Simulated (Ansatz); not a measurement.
The first iterations of a band of BClH5N (8 atoms, charge 0, multiplicity 1).

These are results of RKS LDA/def2-SVP in Ansatz, not measurements.

```
movable images  : 3
climbing image  : yes
spring          : 5.0 eV/Å²
optimiser       : quadratic models (default)
start path      : through a guess of the saddle point
force threshold : 0.03 eV/Å
iteration limit : 60
end points      : relaxed
```

First end point:

```xyz
8
Properties=species:S:1:pos:R:3
B 0.013 -0.209 0.267
Cl 0.248 0.733 1.832
H 0.953 -0.079 -0.514
H -1.095 -0.033 -0.234
N 0.045 -1.732 0.754
H -0.072 -2.396 -0.031
H 0.944 -1.923 1.231
H -0.706 -1.889 1.449
```

Last end point:

```xyz
8
Properties=species:S:1:pos:R:3
B 0.083 -0.578 -0.327
Cl -0.373 0.232 2.835
H 1.089 0.081 -0.509
H -1.014 -0.243 -0.732
N 0.191 -1.775 0.388
H -0.596 -2.420 0.517
H 1.090 -2.160 0.696
H -0.137 -0.666 1.886
```

| iteration | highest image above the first end (eV) | largest band force component (eV/Å) |
| --- | --- | --- |
| 1 | 5.007 | 5.585 |
| 2 | 2.513 | 2.831 |
| 3 | 1.308 | 1.814 |
| 4 | 1.092 | 1.159 |

Does the band converge within its limit, and where does its top end?

The forces met the threshold. It ended after 12 iterations with the highest image 1.129 eV above the first end. Another band between the same ends (5 images) ends at a top of the same energy, where a vibrational analysis finds 1 clearly imaginary mode. So few images can step over the top or miss a turn of the path. The orbitals stay closed-shell, which can raise the energy where a bond breaks towards radicals; this wasn't checked here.

Time of the run: 40 s on 1 thread of Arm Neoverse V1, on a shared host, peak memory 0.12 GiB.
